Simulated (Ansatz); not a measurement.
A made-up structure of CH$_{3}$S$_{2}$, doublet:

```tsv
atom	x (Å)	y (Å)	z (Å)
S1	-0.6841	-1.2641	-0.8371
C2	0.0547	0.1050	-0.0966
S3	0.4767	-0.0208	1.5684
H4	-1.6441	-0.6189	-1.5271
H5	0.8248	-1.1679	2.2108
H6	1.5526	0.7861	1.5439
```

It is relaxed with PBE-D4/def2-SVP and then PBE0-D4/def2-TZVP (Ansatz 0.2.0). Atoms count as bonded within 1.22 times the sum of their covalent radii (H–H: 0.88 Å). The end point is not checked to be a true minimum.

Task: Does its bonding change? (Judge from chemistry; the calculation decides.)

Result: Computed: No: no bond forms or breaks.

Where it ends: The first stage lowers the energy by 0.50 eV in 8 steps. It ends as CH₃S₂ ([SH][C][SH2]):
```xyz
6
angstrom
S -1.0661 -1.1672 -0.5351
C 0.0727 0.0650 -0.1041
S 0.3654 -0.0224 1.5719
H -1.3531 -0.6736 -1.7526
H 1.0964 -1.1329 2.0202
H 1.4654 0.7506 1.6621
```

Labels in which every atom is bracketed show which atoms are joined, not bond orders.

For scale, one of the runs: PBE0-D4/def2-TZVP relaxation, 123 basis functions, launched by `ansatz run in.yaml --threads 2 --pin off --events-out ev --progress --plain --max-ram 4352MiB`. The run took about 24 s on 2 CPU threads of an Arm Neoverse V1 (shared host).
